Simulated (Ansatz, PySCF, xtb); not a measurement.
Potential energy curve for Li2, singlet. Each curve is given relative to its own lowest point near equilibrium.

| R / Å | A | B | C |
|---|---|---|---|
| 2.08 | 61.8 | 3.9 | 44.4 |
| 2.18 | 43.1 | 0.0 | 29.1 |
| 2.34 | 21.6 | 0.4 | 12.5 |
| 2.45 | 11.8 | 3.7 | 5.6 |
| 2.59 | 4.0 | 10.2 | 1.0 |
| 2.69 | 1.0 | 15.9 | 0.0 |
| 2.74 | 0.2 | 19.0 | 0.1 |
| 2.87 | 0.0 | 27.6 | 2.0 |
| 2.93 | 0.6 | 31.9 | 3.4 |
| 2.98 | 1.5 | 35.5 | 4.8 |
| 3.12 | 5.2 | 45.7 | 9.8 |
| 3.43 | 18.0 | 68.7 | 23.9 |
| 3.69 | 31.8 | 92.4 | 36.9 |
| 4.12 | 56.6 | 136.6 | 57.0 |
| 4.57 | 82.4 | 187.0 | 73.5 |
| 4.92 | 101.1 | 227.7 | 82.5 |
| 5.42 | 125.3 | 284.9 | 90.6 |
| 6.00 | 149.2 | 344.2 | 95.4 |
| 6.73 | 173.6 | 398.0 | 97.9 |
| 7.46 | 192.7 | 426.4 | 98.8 |
| 8.30 | 209.5 | 438.1 | 99.2 |

Energies in kJ/mol.

Problem. Assign the columns to these levels of theory: GFN1-xTB (xtb); PySCF 2.14.0 with restricted Hartree-Fock/LANL2DZ; CCSD on UHF/aug-cc-pVTZ, frozen core in Ansatz (a first-principles code).

Solution. A is RHF/LANL2DZ; B is GFN1-xTB; C is UCCSD.

The restricted form behind RHF/LANL2DZ keeps the bonding electrons paired and can't separate into open-shell fragments. The unrestricted determinant behind UCCSD is spin-contaminated at 2.08 to 8.30 Å (<S²> up to 1.0, against 0.00 for a pure singlet). With two correlated electrons CCSD is exact in the basis where it finds the lowest root (UCCSD).
